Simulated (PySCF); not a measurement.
## One molecule, a ladder of functionals, a line

Molecule: 1-pentene (SMILES C=CCCC).

Structure with atom numbers: `[CH2:1]=[CH:2][CH2:3][CH2:4][CH3:5]` (H(Xn): hydrogen on atom n). Ha(C1) is cis to C3; Hb(C1) is trans to C3.

GIAO shieldings (ppm, equivalent atoms averaged) in PySCF 2.14.0 with density-fitted response routines on the PBE0-D3(BJ)/def2-SVP geometry, basis pcSseg-1, gas phase, non-relativistic:

| functional | exact exchange (%) | σ(C3) |
| --- | --- | --- |
| BLYP | 0 | 129.8 |
| BP86 | 0 | 135.8 |
| PBE | 0 | 135.7 |
| PBE0 | 25 | 142.8 |
| mPW1PW91 | 25 | 142.4 |
| BHandHLYP | 50 | 143.7 |
| HF | 100 | 155.0 |

(1) Fit each shielding as a line in the percentage of exact exchange.

(2) What does the line predict for B3LYP (20 %), and what does the run give?

Results:

(1) σ(C3) = 134.8 + 0.21 x (rms 2.5 ppm). The functionals also differ in their semilocal parts, which the line can't hold; Hartree–Fock has no correlation at all.

(2) σ(C3): 139.0 predicted, 136.1 computed ppm.
